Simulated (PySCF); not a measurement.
Molecule: Phosphorus pentafluoride (SMILES F[P@TB1](F)(F)(F)F).

Mapped SMILES: `[F:1][P@TB1:2]([F:3])([F:4])([F:5])[F:6]`.

Geometry PBE0-D3(BJ)/def2-SVP throughout; GIAO in PySCF, gas phase, one conformer, non-relativistic; equivalent atoms averaged; functional PBE0.

Q: How do the absolute shieldings σ depend on the basis set? (ppm; last column core-seconds on 1 thread of an Arm Neoverse V1, shared host)

A: 
| basis set | functions | F6 | F1 | F3/F4/F5 | P2 | core-s |
| --- | --- | --- | --- | --- | --- | --- |
| STO-3G | 34 | 415.9 | 416.0 | 437.2 | 561.4 | 1.6 |
| 6-31G | 58 | 226.3 | 226.4 | 237.0 | 379.8 | 3.1 |
| 6-31G* | 88 | 240.3 | 240.4 | 247.5 | 418.7 | 4.5 |
| def2-SVP | 88 | 244.2 | 244.2 | 250.5 | 433.1 | 4.1 |
| 6-311+G(2d,p) | 170 | 224.0 | 224.1 | 232.7 | 360.4 | 10 |
| def2-TZVP | 192 | 220.7 | 220.8 | 231.7 | 350.5 | 12 |

Q: Which nucleus moves most, in ppm?

A: P2 (phosphorus bonded to 5 F): from 350.5 ppm with def2-TZVP to 561.4 ppm with STO-3G. The smallest spread is 195.2 ppm, at F6.

Q: Taking the largest basis, def2-TZVP (192 functions), as the yardstick, rank the others by their worst heavy-atom deviation.

A: 6-311+G(2d,p) 9.9 ppm (170 functions), 6-31G 29.3 ppm (58 functions), 6-31G* 68.2 ppm (88 functions), def2-SVP 82.6 ppm (88 functions), STO-3G 210.9 ppm (34 functions).

A small basis that lands close on one nucleus may do so by chance; judge by the trend and by all nuclei.
